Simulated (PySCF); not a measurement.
# CO and its ions

RHF-SCS-MP2; PySCF, no relativity, basis sets C def2-TZVPPD, O def2-TZVPPD. Neutral (RHF): singlet (closed shell), Re = 1.135 Å, ωe = 2142 cm⁻¹, De = 11.30 eV.

CO⁺ (UHF): doublet (π ↑), Re = 1.241 Å, ωe = 1620 cm⁻¹, De = 5.69 eV to C⁺ + O. The energies at the minima are -113.13320 hartree for CO and -112.51851 for CO⁺.

(1) Work out the adiabatic ionisation energy, without and with harmonic zero-point energies (1 hartree = 27.2114 eV, 1 eV = 8065.5 cm⁻¹), and the change of the bond length.

Correlated steps freeze 2 core orbitals. For an ion De counts to the pair picked by the measured ionisation energies or electron affinities, which need not be the lowest pair at this level. Where the molecule has an RHF reference, its open-shell atoms are computed with UHF. States were picked by a PBE0 search and need not be the measured ground states.

Neutral and ion stand on different kinds of reference determinant, which adds to the error of the difference.

Answers

(1) At SCS-MP2: 0.61469 hartree = 16.727 eV between the minima; the zero-point term (1620.0 − 2142.0)/2 cm⁻¹ = -0.032 eV makes it 16.694 eV. Re changes by +10.6 pm against the neutral. The electron leaves a π orbital, and the longer bond of the ion fits a bonding orbital, or a change in how ionic the bond is.
